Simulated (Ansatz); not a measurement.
Zinc-blende ZnSe, treated with r²SCAN (PAW; Ansatz, a program for electronic structure).

The same calculation (at the measured cell, 22.761 Å³/atom) with different numerical settings:

| run | k mesh | high-frequency dielectric constant | static dielectric constant | TO(Γ) frequency (cm⁻¹) |
|---|---|---|---|---|
| 1 | 4×4×4 | 5.833 | 8.942 | 203.8 |
| 2 | 6×6×6 | 6.216 | 9.295 | 203.9 |
| 3 | 8×8×8 | 6.340 | 9.415 | 203.9 |
| 4 | 12×12×12 | 6.398 | 9.472 | 203.9 |
| 5 | 16×16×16 | 6.406 | 9.481 | 203.9 |
| 6 | 20×20×20 | 6.408 | 9.482 | 203.9 |

In the column high-frequency dielectric constant the first row differs from the last by -0.575 and the next to last by -0.002.

The last row is no converged limit: other settings stay fixed.

Note: the run warned that the k mesh is coarse for the response to a field.
